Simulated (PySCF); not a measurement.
## Computed and published core binding energies of `S=C=S`

The experiment to reproduce (core binding energies): S 2p3/2 of S1/S3 169.80 eV [1]; S 2p3/2 of S1/S3 169.98 eV [2]; C 1s of C2 293.10 eV [3]; S 1s of S1/S3 2478.10 eV [5]; S 1s of S1/S3 2478.10 eV [6]. Sources and the comparison follow the method.

Species: CS₂.
SMILES with atom numbers: `[S:1]=[C:2]=[S:3]`

The calculation used delta-SCF UKS SCAN, pcX-2 on the ionised atom, pcseg-1 elsewhere, spin-free X2C in PySCF 2.14.0. Vertical ΔSCF values, vacuum level as zero.

```csv
atom,environment,level,this calculation (eV),reference (eV),difference (eV),source
S1/S3,sulfur bonded to C,S 2p3/2,170.17,169.80,+0.37,[1]
S1/S3,sulfur bonded to C,S 2p3/2,170.17,169.98,+0.19,[2]
C2,central carbon of cumulated double bonds,C 1s,293.40,293.10,+0.30,[3]
S1/S3,sulfur bonded to C,S 1s,2477.99,2478.00,-0.01,[4]
S1/S3,sulfur bonded to C,S 1s,2477.99,2478.10,-0.11,[5]
S1/S3,sulfur bonded to C,S 1s,2477.99,2478.10,-0.11,[6]
```

[1] measured, gas; Jolly et al., Core electron binding energies of thiazyl fluoride (Lawrence Berkeley Laboratory report, escholarship qt4fd2758m) Note: scanned report of the 1970s; older calibration.
[2] measured, gas; Vidal, Pokhilko, Krylov, Coriani, J. Phys. Chem. Lett. 2020, 11, 8314
[3] measured, gas; Theoretical prediction of core-level binding energies: analysis of unexpected errors, J. Phys. Chem. A 2024 (PMC10860126)
[4] computed, SFX2C-1e-ΔCCSD(T)/cc-pCVTZ-unc* + high-level relativistic corrections, gas; Zheng, Zhang, Jin, Southworth, Cheng, Phys. Chem. Chem. Phys. 2022, 24, 13587
[5] measured, gas; Cunha, Hait, Kang, Mao, Head-Gordon, J. Phys. Chem. Lett. 2022, 13, 3438 (arXiv:2111.08405)
[6] measured, gas; Zheng, Zhang, Jin, Southworth, Cheng, Phys. Chem. Chem. Phys. 2022, 24, 13587

Q: How far is it from the measured entries?

A: Over the 4 different measured values (3 distinct lines) the mean signed difference is +0.19 eV, the mean unsigned one 0.24 eV and the largest 0.37 eV; the computed references in the table aren't counted. The calculation is vertical and has no vibrational structure, and measured positions depend on the energy calibration.

Atoms equivalent by their bonding share one computed value, that of the first of them. For 2p shells one spin-free hole was relaxed; a mean-field spin–orbit operator and the ground-state splitting of the three 2p orbitals were then diagonalised within the shell. The shell's mean is (2 × 2p3/2 + 2p1/2)/3, and the degeneracies 2j + 1 give areas of 2:1. 2p1/2 minus 2p3/2 (ligand field included): S 1.23 eV. Geometry: GFN2-xTB; no solvent, vibrations or thermal averaging.
